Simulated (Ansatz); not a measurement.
# BFH5N: the cost of one run

All numbers below are computed with Ansatz 0.2.0 (UKS PBE0/def2-SVP).

## 1. The structure to begin with

Bond lengths: B1–N2 1.801 Å, B1–H3 1.164 Å, B1–H4 1.165 Å, B1–F6 1.680 Å, N2–H7 1.006 Å, N2–H8 1.005 Å. Angles: B1–N2–H7 115.3°, B1–N2–H8 115.5°, H7–N2–H8 111.9°, N2–B1–H3 112.4°, N2–B1–H4 112.0°, N2–B1–F6 83.3°, H3–B1–H4 124.8°, H3–B1–F6 108.1°, H4–B1–F6 108.0°.

Structure file:

```xyz
8

B     0.4170    0.4491    0.6396
N    -0.3858   -0.7744   -0.4094
H     1.5711    0.3048    0.6851
H    -0.2510    0.7565    1.5426
H    -0.3827    0.4241   -1.0008
F     0.0705    1.4826   -0.6388
H    -1.2521   -1.1427   -0.0547
H     0.2130   -1.5000   -0.7637
```

## 2. Run 1

150 steps of 0.5 fs at constant energy, with velocities drawn for 600 K.

File input.yaml:

```yaml
crystal:
  periodic: [false, false, false]
  atoms:
    - { symbol: B, position_ang: [0.417, 0.4491, 0.6396] }
    - { symbol: "N", position_ang: [-0.3858, -0.7744, -0.4094] }
    - { symbol: H, position_ang: [1.5711, 0.3048, 0.6851] }
    - { symbol: H, position_ang: [-0.251, 0.7565, 1.5426] }
    - { symbol: H, position_ang: [-0.3827, 0.4241, -1.0008] }
    - { symbol: F, position_ang: [0.0705, 1.4826, -0.6388] }
    - { symbol: H, position_ang: [-1.2521, -1.1427, -0.0547] }
    - { symbol: H, position_ang: [0.213, -1.5, -0.7637] }
magnetization:
  spin_polarized: true
basis:
  gaussian: { orbitals: def2-SVP }
hamiltonian:
  xc: pbe0
md:
  timestep: 0.5
  n_steps: 150
  ensemble: nve
  temperature: 600.0
  initial_velocities: maxwell_boltzmann
  seed: 13218
```

On the command line:

```console
ansatz run input.yaml --threads 1 --pin off --max-ram 2048MiB --backend cpu --events-out ev --progress --plain --runs-dir out
```

What time and memory should one allow on 1 thread of Arm Neoverse V1, shared host?

About 7.1 min, with a peak of 0.14 GiB.
